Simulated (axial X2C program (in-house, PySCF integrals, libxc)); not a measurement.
**Nuclear properties of BNC⁻**

Calculated with an axial X2C code built on PySCF integrals: two-component X2C with atomic mean-field Coulomb and Gaunt terms, Gaussian nuclei, basis B dyall-v3z, N dyall-av3z, C dyall-v3z with contracted cores.

B–N–C held linear, with bonds 1.385 and 1.213 Å (near the PBE0 minimum at charge -1 of the determinant lowest at the starting distance; the state shown can have its own minimum elsewhere, held linear; other orders of the atoms were not compared).

Input and command:
```json
{"zs": [5, 7, 6], "q": -1, "bas": ["dyall-v3z", "dyall-av3z", "dyall-v3z"], "r0": [1.51, 1.17], "symm": 0, "scan": ["PBE0", "HF", "r2SCAN"], "levels": ["PBE0", "HF", "LDA"], "nst": 2}
```
```bash
python solin.py task.json out
```

Keys: zs atomic numbers; q charge; bas basis sets; r0 starting distance in Å; symm equal bonds; scan levels of the two-bond scan; levels methods; nst determinants followed.

Determinant lowest in the PBE0 search, Ω = 1/2 (⟨Sz⟩ = -0.50, ⟨Lz⟩ = 1.00 at PBE0), spin on the atoms B -0.33, N 0.10, C -0.27:

```tsv
level	Eeff magnitude (GV/cm)	Ws magnitude B (kHz)	Ws magnitude N (kHz)	Ws magnitude C (kHz)	A∥/gI B (MHz)	qzz B (a.u.)	A∥/gI N (MHz)	qzz N (a.u.)	A∥/gI C (MHz)	qzz C (a.u.)
PBE0	0.000285	5.08e-05	4.77e-05	0.000167	74.2	-0.39	12.5	-0.37	154	-0.73
HF	0.000749	3.78e-05	4.77e-06	0.000317	46.4	-0.39	-2.16	-0.45	130	-0.80
LDA	6.65e-05	8.17e-05	3.8e-05	0.000114	78.8	-0.39	41.2	-0.37	160	-0.70
```

Determinant 0.00 eV from it at PBE0 and this distance, Ω = 3/2 (⟨Sz⟩ = 0.50, ⟨Lz⟩ = 1.00 at PBE0), spin on the atoms B 0.33, N -0.10, C 0.27:

| level | Eeff magnitude (GV/cm) | Ws magnitude B (kHz) | Ws magnitude N (kHz) | Ws magnitude C (kHz) | A∥/gI B (MHz) | qzz B (a.u.) | A∥/gI N (MHz) | qzz N (a.u.) | A∥/gI C (MHz) | qzz C (a.u.) |
| --- | --- | --- | --- | --- | --- | --- | --- | --- | --- | --- |
| PBE0 | 0.000289 | 1.71e-05 | 1.37e-05 | 5.71e-05 | 26.1 | -0.39 | -1.09 | -0.37 | 41.8 | -0.73 |
| HF | 0.000771 | 1.34e-05 | 7.86e-06 | 0.00011 | 35.1 | -0.39 | -37.5 | -0.45 | 57.5 | -0.80 |
| LDA | 6.73e-05 | 2.72e-05 | 1.15e-05 | 3.66e-05 | 26.1 | -0.39 | 2.31 | -0.37 | 40.2 | -0.70 |

Eeff is the effective electric field on the electron electric dipole moment in this Ω state and Ws the scalar–pseudoscalar constant of the nucleus named (defined with the proton number Z and per Ω); A∥ (defined per Ω) follows by multiplying with gI = μI/(I μN); qzz is the electric field gradient, eQq0 = 234.96 MHz × Q/barn × qzz. The operators were transformed with the bare-nucleus X2C matrices; with these basis sets, hyperfine constants and field gradients can be off by tens of per cent, and where levels differ in sign neither size nor sign is settled.

(1) With gI(11B) = 1.7924, Q(11B) = 0.04059 barn, Q(14N) = 0.02044 barn, gI(13C) = 1.4048 (g factors from the IAEA table of nuclear moments by Stone; Q from Pyykkö, Mol. Phys. 2018), turn the PBE0 values of the first state into constants in MHz.

The molecule was held linear; bending was not examined, so a bent shape may lie lower.

Each state is one determinant with collinear spin. Unrestricted Hartree–Fock can overshoot spin polarisation at the nuclei. For an anion, determinants above electron detachment, or with a positive highest level, are held by the basis set. Where Eeff spreads by more than a factor of two the levels disagree and none is to be relied on. The search compared states at one distance, so a state with another bond length can lie lower. The sign of Ws at B differs between levels in the first state. The sign of Ws at N differs between levels in the first state. The sign of Ws at C differs between levels in the first state. The sign of Ws at B differs between levels in the second state. The sign of Ws at N differs between levels in the second state. The sign of Ws at C differs between levels in the second state. Where a field gradient or hyperfine factor spreads by more than a factor of two over the levels, a constant derived from it is not to be relied on. PBE0 term energies can be off by some tenths of an eV.

## Answers

(1) A∥(11B) = 74.2 × 1.7924 = 133 MHz; eQq0(11B) = 234.96 × (0.04059) × (-0.39) = -3.72 MHz; eQq0(14N) = 234.96 × (0.02044) × (-0.37) = -1.78 MHz; A∥(13C) = 154 × 1.4048 = 216 MHz.
